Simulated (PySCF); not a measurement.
**Unknown compound**

An unknown has the formula C3H4. Its calculated NMR data are:

1H NMR (400 MHz, computed): δ 4.88 (s, 4H).

13C{1H} NMR (computed): δ 227.4 (C), 77.1 (CH2, 2C).

PySCF calculation with shielding tensors at B97-2/pcSseg-2 (GIAO), spin–spin couplings from B3LYP/pcJ-2 and PBE0-D3(BJ)/def2-TZVP structure; one conformer, in vacuum, relativity neglected, rapidly exchanging positions averaged.

Referencing at the same level of theory: 1H (31.64 ppm) and 13C (185.38 ppm) vs TMS.

Choose the structure that fits.
A. C=C=C
B. C1=CC1
C. C#CC

Answers

A. 

The formula gives 2 degrees of unsaturation (no ring in the answer). 2 carbon signals for 3 carbons: some carbons are equivalent by symmetry or fast rotation. Carbon types of the structure: 1 × C, 2 × CH2, which accounts for all hydrogens. δC 227.4: central carbon of an allene; the central sp carbon of an allene is among the most deshielded carbons of hydrocarbons. δC 77.1: terminal carbon of a cumulated C=C=C unit. δH 4.88: hydrogen on a terminal carbon of a cumulated C=C=C unit; olefinic region.

The others: C1=CC1 would give 2 signals for carbon-bound and other non-exchanging H, not 1; C#CC would give 3 carbon signals, not 2.

Shifts are as computed. Against solution values, carbons near 30 ppm lie about +3 ppm off and those near 130 ppm about +7 ppm. Of 1211 compounds with measured shifts, 218 miss one by over three times the rms of a fit or turn the order of signals round; such compounds aren't used in these exercises.
